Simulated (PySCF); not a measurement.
Run record: geometry optimisation, `FCC#CC#N`.

Method: PBE0-D3(BJ)/def2-SVP geometry optimisation, gas phase (PySCF 2.14.0). Start geometry: GFN2-xTB. The command runs a driver script over a list of jobs; the input below is this job's line of settings and its coordinates in Å.

Command:
```bash
OMP_NUM_THREADS=1 python probes_run.py task.json out
```

Input:
```
{"job": {"xc": "PBE0", "basis": "def2-SVP", "d3": "d3bj", "grid": 1, "shake": 0.01, "kind": "geom"}, "charge": 0, "multiplicity": 1}
N      3.382140     1.390530     0.710770
C      2.307580     0.954300     0.605720
C      1.045160     0.419120     0.479700
C      0.004190    -0.076800     0.390240
C     -1.363460    -0.628650     0.247500
F     -2.237080     0.324470    -0.232660
H     -1.353390    -1.464070    -0.448790
H     -1.730000    -0.938050     1.229880
```

Task: Estimate the output.

Result: 
```
step   0  E = -307.54020757  max force = 0.142308
step   1  E = -307.54708534  max force = 0.023072
step   2  E = -307.54797578  max force = 0.008526
step   3  E = -307.54839635  max force = 0.006515
step   4  E = -307.54862038  max force = 0.004970
step   5  E = -307.54867309  max force = 0.001780
step   6  E = -307.54867685  max force = 0.000162
optimisation converged
```

Energies in Eh; «max force» is the largest Cartesian gradient component in Eh/bohr.

Task: How much energy does the optimisation release, in kcal/mol?

Result: E(step 0) − E(last step) = 0.008469 Eh, which is 5.3 kcal/mol.

Main results: final energy -307.54868 Eh after 6 steps; dipole 3.89 D.

The run took 16 s wall on one thread of an Arm Neoverse V2, no GPU (shared host), and the process peaked at 0.37 GiB of memory.
Labels such as C1 count atoms from 1, the log's own numbers from 0.
